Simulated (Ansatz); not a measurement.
# C4H10O2: up Jacob's ladder to CCSD(T)

Aim: compute C4H10O2 with functionals from several rungs and with coupled cluster, and see how far each lands from CCSD(T) at the basis-set limit for the atomisation energy.

Method: functionals in def2-TZVPP, the program's frozen cores in correlated methods; program: Ansatz 0.2.0, Gaussian basis.

Plan: LDA (SPW92), PBE-D4, revPBE-D4, BLYP-D4, r2SCAN-D4, B97M-V, PBE0-D4, B3LYP-D4, r2SCANh-D4, r2SCAN0-D4, HSE06-D4, BHLYP-D4, CAM-B3LYP-D4, LC-ωPBE, ωB97X-V, ωB97M-V, B2PLYP, PBE-QIDH; CCSD(T)/def2-SVP; CCSD(T)/def2-TZVPP; MP2/def2-QZVPP; extrapolation to the limit; RPA on PBE.

**1. Structure used throughout**

An earlier PBE0-D4 in a triple-zeta def2 set relaxation fixed the geometry.

SMILES `COCCOC`, 16 atoms, charge 0, spin multiplicity 1.

Atoms are counted from 1 here; the program's logs count them from 0.

Bond lengths: C1–O2 1.407 Å, C1–H7 1.094 Å, C1–H8 1.099 Å, C1–H9 1.091 Å, O2–C3 1.403 Å, C3–C4 1.510 Å, C3–H10 1.094 Å, C3–H11 1.100 Å, C4–O5 1.405 Å, C4–H12 1.103 Å, C4–H13 1.101 Å, O5–C6 1.400 Å, C6–H14 1.099 Å, C6–H15 1.099 Å, C6–H16 1.090 Å. Angles: O2–C1–H7 112.2°, O2–C1–H8 111.0°, O2–C1–H9 106.9°, H7–C1–H8 108.4°, H7–C1–H9 109.5°, H8–C1–H9 108.8°, C1–O2–C3 114.7°, O2–C3–C4 114.5°, O2–C3–H10 106.3°, O2–C3–H11 110.8°, C4–C3–H10 107.8°, C4–C3–H11 109.2°, H10–C3–H11 108.0°, C3–C4–O5 110.5°, C3–C4–H12 108.8°, C3–C4–H13 109.3°, O5–C4–H12 110.1°, O5–C4–H13 110.5° and more.

**2. LDA**

This LDA is Slater exchange with PW92 correlation.

The input, in.yaml:

```yaml
crystal:
  periodic: [false, false, false]
  atoms:
    - {symbol: C, position_ang: [0.628791, -0.973611, 1.949631]}
    - {symbol: O, position_ang: [1.586014, -0.475317, 1.047243]}
    - {symbol: C, position_ang: [1.266501, -0.660374, -0.305797]}
    - {symbol: C, position_ang: [0.344139, 0.387769, -0.880802]}
    - {symbol: O, position_ang: [-0.970556, 0.187058, -0.429131]}
    - {symbol: C, position_ang: [-1.855035, 1.156746, -0.916105]}
    - {symbol: H, position_ang: [-0.314619, -0.422553, 1.897240]}
    - {symbol: H, position_ang: [0.421178, -2.035431, 1.757363]}
    - {symbol: H, position_ang: [1.053866, -0.874818, 2.949257]}
    - {symbol: H, position_ang: [2.212575, -0.611275, -0.853481]}
    - {symbol: H, position_ang: [0.830463, -1.656747, -0.470809]}
    - {symbol: H, position_ang: [0.379725, 0.327388, -1.981448]}
    - {symbol: H, position_ang: [0.703070, 1.386729, -0.589387]}
    - {symbol: H, position_ang: [-1.894466, 1.149429, -2.014759]}
    - {symbol: H, position_ang: [-1.568106, 2.165730, -0.588546]}
    - {symbol: H, position_ang: [-2.846740, 0.926576, -0.526068]}
basis:
  gaussian: {orbitals: def2-TZVPP}
hamiltonian: {xc: lda}
output: {orbitals: {seedname: orbitals}}
```

Launch:

```
$ ansatz run in.yaml --threads 2 --pin off --events-out ev --progress --plain --max-ram 32768MiB --backend cuda --devices 0, --max-vram 18GiB
```

Further steps of the session: PBE-D4 (GGA); revPBE-D4 (GGA); BLYP-D4 (GGA); r2SCAN-D4 (meta-GGA); B97M-V (meta-GGA); PBE0-D4 (hybrid); B3LYP-D4 (hybrid); r2SCANh-D4 (hybrid); r2SCAN0-D4 (hybrid); HSE06-D4 (hybrid); BHLYP-D4 (hybrid); CAM-B3LYP-D4 (range-separated); LC-ωPBE (range-separated); ωB97X-V (range-separated); ωB97M-V (range-separated); B2PLYP (double hybrid); PBE-QIDH (double hybrid); CCSD(T) in def2-SVP; CCSD(T) in def2-TZVPP; MP2 in def2-QZVPP; RPA on PBE orbitals.

Q: Predict the results of all the runs planned. Wanted: atomisation energy, CCSD(T)/CBS; farthest beyond LDA; mean size of error, GGA; mean size of error, meta-GGA; mean size of error, hybrid; mean size of error, range-separated; mean size of error, double hybrid; gap, smallest and largest; T1 diagnostic.

The runs gave:

| quantity | value |
| --- | --- |
| atomisation energy, CCSD(T)/CBS | 64.049 eV |
| functionals within 0.320 eV (0.5 %) | revPBE-D4, BLYP-D4, r2SCAN-D4, B97M-V, PBE0-D4, B3LYP-D4, r2SCANh-D4, HSE06-D4, LC-ωPBE, ωB97X-V, ωB97M-V |
| farthest beyond LDA | BHLYP-D4 (-1.937 eV) |
| mean size of error, GGA | 0.561 eV |
| mean size of error, meta-GGA | 0.071 eV |
| mean size of error, hybrid | 0.598 eV |
| mean size of error, range-separated | 0.192 eV |
| mean size of error, double hybrid | 0.508 eV |
| gap, smallest and largest | 6.01 eV (LDA (SPW92)), 13.31 eV (LC-ωPBE) |
| T1 diagnostic | 0.0104 |
| triples share of the correlation energy | 3.6 % |

**Reading.** The LDA atomisation energy is off by 9.761 eV (15 %): it overbinds. PBE-D4 misses by +1.426 eV. Double hybrids carry the basis error of their MP2 part in triple zeta, and no dispersion term here, so their miss is partly the set-up's. The rungs meta-GGA, range-separated miss on average by less than the doubt on the reference (0.320 eV), so they tie. Misses under about 0.320 eV are within the doubt on the reference itself, which lacks core-valence correlation, relativity and higher excitations. Hartree-Fock recovers 73 % of the binding; the rest is correlation. CCSD(T) in def2-SVP is off by -2.796 eV, so the small basis spoils what the method gains. Orbital gaps span 6.0 to 13.3 eV; exact exchange widens them.
